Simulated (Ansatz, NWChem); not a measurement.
**Worked example: the enthalpy of formation of CH3NO (formamide)**

The species is CH3NO (6 atoms), meant as a singlet with charge 0. SMILES: `NC=O`. Geometry: relaxed at PBE0-D4/def2-TZVP. This is one conformer, not always the lowest.

Total energies at B3LYP/6-31G* (spherical functions) (NWChem 7.3.0); the atoms run unrestricted:

| species | state | energy (Eh) |
| --- | --- | --- |
| CH3NO | singlet | -169.885040 |
| N | quartet | -54.582875 |
| C | triplet | -37.844694 |
| O | triplet | -75.059404 |
| H | doublet | -0.500273 |

Harmonic wavenumbers at PBE0-D4/def2-TZVP, in cm⁻¹: 243, 570, 650, 1050, 1063, 1287, 1420, 1620, 1832, 2957, 3611, 3752.

Measured heats of formation of the gaseous atoms at 298.15 K, in kJ/mol: N 472.4, C 716.9, O 249.2, H 218.0. Spin-orbit lowering of the atoms at 298 K (mean of the ground term's levels less their thermal mean, from spectra), in kJ/mol: C 0.02, O 0.40. Take 1 Eh = 2625.50 kJ/mol, 1 cm⁻¹ = 0.0119627 kJ/mol, RT = 2.479 kJ/mol.

Task: Work out the heat of formation of the gas at 298 K.

Result: 
1. Electronic atomisation energy: (-54.582875) + (-37.844694) + (-75.059404) + 3 × (-0.500273) − (-169.885040) = 0.897248 Eh = 2355.7 kJ/mol.
2. Zero-point energy: half the sum of the wavenumbers, 10027.5 cm⁻¹ = 120.0 kJ/mol.
3. Thermal vibrational enthalpy, Σ hcν̃/(exp(hcν̃/kT) − 1): 2.3 kJ/mol. Translation, rotation and pV of a non-linear molecule: 4 RT = 9.9 kJ/mol.
4. The 6 free atoms carry 5/2 RT each: 37.2 kJ/mol.
5. Spin-orbit coupling lowers the free atoms by 0.02 + 0.40 = 0.4 kJ/mol.
6. Atomisation enthalpy at 298 K: 2355.7 − 0.4 − 120.0 − 2.3 − 9.9 + 37.2 = 2260.3 kJ/mol.
7. Sum of the atoms' heats of formation: 2092.5 kJ/mol. Heat of formation: 2092.5 − 2260.3 = -167.8 kJ/mol.

The tabulated value is -193.9 kJ/mol (CRC Handbook of Chemistry and Physics), so this level is off by +26.1 kJ/mol, or 1.1 % of the atomisation enthalpy that the table implies (2286.4 kJ/mol). Anharmonicity and any spin-orbit splitting of the molecule are left out.
